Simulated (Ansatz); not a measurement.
`COC(=O)O` → `[CH2]` (triplet) + `O=C(O)O` at 700 K and 1 bar (formal loss of a carbene).

Program: Ansatz. Geometries: PBE0-D4/def2-TZVP. ΔE: electronic, gas phase. CBS: MP2 limit from def2 TZ/QZ plus the TZ coupled-cluster correction, frozen cores. This one scheme is used for every species. Triplets are unrestricted, without spin–orbit coupling. One conformer a species, not always the lowest.

```tsv
species	CCSD(T)/CBS energy (Eh)	H − E (kJ/mol)	S (J/(mol·K))
`COC(=O)O`	-304.04228	238.9	394.6
`[CH2]` (triplet)	-39.09499	70.4	226.8
`O=C(O)O`	-264.79774	148.8	327.0
```

H − E and S are ideal-gas, rigid-rotor, harmonic terms from PBE0-D4/def2-TZVP, for one conformer and one mirror image of each species, with the whole ground term of open shells counted as degenerate. 1 Eh = 2625.50 kJ/mol, R = 8.31446 J/(mol·K).

Question: By hand: ΔE, ΔH, ΔS and ΔG.

Answer: ΔE = (-39.09499) + (-264.79774) − (-304.04228) = 0.14955 Eh = 392.6 kJ/mol. Δ(H − E) = 70.4 + 148.8 − 238.9 = -19.7, so ΔH = 372.9 kJ/mol. ΔS = 226.8 + 327.0 − 394.6 = 159.2 J/(mol·K). ΔG = 372.9 − 700 × (159.2)/1000 = 261.5 kJ/mol.

Question: By hand: the equilibrium constant, and the temperature at which ΔG would vanish if ΔH and ΔS stayed fixed.

Answer: log₁₀ K = −ΔG/(RT ln 10) = -19.5. ΔG = 0 at ΔH/ΔS = 2342 K.

The number of gas molecules changes by +1, which sets the sign of ΔS. A doubt of 5 kJ/mol in ΔE shifts log₁₀ K by 0.4 here. Other conformers and mirror images would add mixing entropy, several J/(mol·K) or more a flexible species. A triplet takes part, so the spin changes. These are equilibria of isolated gas molecules and say nothing of rates. Largest T1 diagnostic: 0.014 (customary marks: 0.02 for closed shells, 0.045 for open ones).
